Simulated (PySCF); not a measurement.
Does the answer move with the share of exact exchange?

C3H3Cl3.
InChI=1S/C3H3Cl3/c1-2-3(4,5)6/h2H,1H2

Torsions of this conformer, `[CH2:1]=[CH:2][C:3]([Cl:4])([Cl:5])[Cl:6]`: C1–C2–C3–Cl4 -2°.

PySCF, pcSseg-2 basis, density fitting, gas phase, PBE0-D3(BJ)/def2-SVP geometry. One functional is left out:

| functional | exact exchange (%) | HOMO energy (eV) | LUMO energy (eV) | dipole moment (D) |
| --- | --- | --- | --- | --- |
| B97-D | 0 | -7.07 | -2.04 | 1.881 |
| PBE | 0 | -7.12 | -2.14 | 1.840 |
| B97-2 | 21 | -8.07 | -1.18 | 1.948 |
| PBE0 | 25 | -8.33 | -1.12 | 1.943 |
| mPW1PW91 | 25 | -8.35 | -1.13 | 1.945 |
| BHandHLYP | 50 | -9.34 | 0.02 | 2.011 |

Q: Predict the row of B3LYP (20 % exact exchange) by straight lines through the other rows, and check it.

A: 
```csv
property,line,computed,computed − line,"B97-2 (21 %), for comparison"
HOMO energy (eV),-8.04,-8.08,-0.04,-8.07
LUMO energy (eV),-1.27,-1.35,-0.08,-1.18
dipole moment (D),1.927,1.914,-0.013,1.948
```
